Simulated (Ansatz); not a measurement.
Relaxed structures of BSiH₃S, closed shell (PBE0-D4/def2-TZVP; forces vanish, vibrations not checked; lower isomers may exist, and structures with a doubtful reference or unclear bonds are left out; Å). Ansatz 0.2.0; basis: def2-TZVPP; cores frozen in the correlated methods.

Question: Rank them by CCSD(T) energy, lowest first, and give each one's height above the lowest. Links in brackets join atoms within 1.22 times the sum of their covalent radii (1.1 for two metals). (Judge from chemistry; the value comes from the calculation.)
A.
BSiH₃S ([BH2][Si][SH])
```
6
angstrom
B 0.2887 -0.2859 -0.8373
Si -0.2620 0.3142 0.9753
S -0.3219 2.3692 0.4885
H -0.5200 -0.6517 -1.6442
H 1.4429 -0.4668 -1.1088
H -0.6947 2.8313 1.6973
```
B.
BSiH₃S ([BH2]1[SiH][S]1)
```
6
angstrom
B 0.2804 -0.0314 -0.9046
Si -0.2614 -0.4057 0.9976
S -0.2558 1.4894 0.3073
H -0.5399 -0.3375 -1.7156
H 1.4534 -0.1212 -1.1052
H -0.6766 -0.5935 2.4205
```
C.
BSiH₃S ([BH2][SiH][S])
```
6
angstrom
B 0.3243 -0.4379 -0.9046
Si -0.2878 0.1967 0.8699
S -0.5300 2.1309 0.9757
H -0.4669 -0.6734 -1.7671
H 1.4886 -0.4612 -1.1677
H -0.5282 -0.7551 1.9938
```

Answer: By the calculation: B (0.000 eV), C (0.053 eV), A (0.525 eV). Heights count from the lowest.

No T1 diagnostic of these runs exceeds 0.020. The restricted Hartree–Fock reference is unstable towards an unrestricted one at one or more of these structures.

For scale, one of the runs: CCSD(T)/def2-TZVPP, 157 basis functions, launched by `ansatz run in.yaml --threads 2 --pin off --events-out ev --progress --plain --max-ram 4352MiB`. Hardware: 2 CPU threads of an Arm Neoverse V2, shared host. Wall time 12 s; peak host memory 0.98 GiB.
